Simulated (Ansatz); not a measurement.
The pair A = HF (SMILES F) (first 2 atoms), B = HF (SMILES F); geometry from NCB31 set.
(charge 0, multiplicity 1):
```
atom    x (Å)    y (Å)   z (Å)
----  -------  -------  ------
F      1.3237  -0.0902  0.0000
H      1.7404   0.7334  0.0000
F     -1.4572   0.0193  0.0000
H     -0.5393  -0.0947  0.0001
```

Frozen-core correlation.

The values were computed with Ansatz (Gaussian basis) for Hartree–Fock, density functionals and correlated methods. 

The counterpoise-corrected interaction energy is E(AB) − E(A in the pair's basis) − E(B in the pair's basis). Total energies (hartree):

```json
[
 {"level": "HF/aug-cc-pVTZ", "AB": "-200.1276873", "A in the pair's basis": "-100.0609041", "B in the pair's basis": "-100.0607009"},
 {"level": "CCSD(T)/aug-cc-pVTZ", "AB": "-200.7068055", "A in the pair's basis": "-100.3500649", "B in the pair's basis": "-100.3498498"},
 {"level": "HF/aug-cc-pVQZ", "AB": "-200.1426215", "A in the pair's basis": "-100.0682916", "B in the pair's basis": "-100.0681369"},
 {"level": "CCSD(T)/aug-cc-pVQZ", "AB": "-200.7622311", "A in the pair's basis": "-100.3775729", "B in the pair's basis": "-100.3774608"}
]
```

Task: Work out the counterpoise-corrected interaction energy at the basis-set limit: extrapolate the CCSD(T) correlation part as X⁻³, take Hartree–Fock from the larger set.

Result: 
1. Differences (1 hartree = 627.509 kcal/mol): HF/aug-cc-pVTZ -3.817; CCSD(T)/aug-cc-pVTZ -4.324; HF/aug-cc-pVQZ -3.886; CCSD(T)/aug-cc-pVQZ -4.516.
2. Correlation parts, CCSD(T) less HF: -0.507 in aug-cc-pVTZ (X = 3), -0.630 in aug-cc-pVQZ (X = 4).
3. Limit (4³·(-0.630) − 3³·(-0.507))/(4³ − 3³) = -0.720; with HF/aug-cc-pVQZ it gives -4.606.
Result: -4.61 kcal/mol, against -4.32 at CCSD(T)/aug-cc-pVTZ. It is an estimate of this method's limit, not of the exact value.

Ansatz is an electronic-structure program.
